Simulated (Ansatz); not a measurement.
## Ansatz (development build ahead of 0.2.0) run

```yaml
crystal:
  periodic: [false, false, false]
  atoms:
    - { symbol: "N", position_ang: [0.0, 0.0, 0.0] }
    - { symbol: O, position_ang: [0.0, 0.0, 2.756] }
basis:
  gaussian: { orbitals: "6-31G" }
total_charge: 1
magnetization:
  spin_polarized: true
hamiltonian:
  xc: pbe0
scf:
  omitted_lower_state_checks: [stability, starts, atomic_configurations, cluster_reference, orbital_swaps, given_window_search, neighbouring_geometries, increment]
output:
  forces: true
```

The input is written out in the form of the current development build from the run's settings.

Output:

```yaml
Converged: yes
Total_energy: -129.06051 hartree
Spin_squared_of_the_determinant: 2.522
```

Forces (eV/Å):
```
atom     Fx     Fy      Fz
  N1  0.000  0.000   0.658
  O2  0.000  0.000  -0.658
```

Caution: charge can spread falsely over distant fragments; the unrestricted determinant is a mixture of spin states.
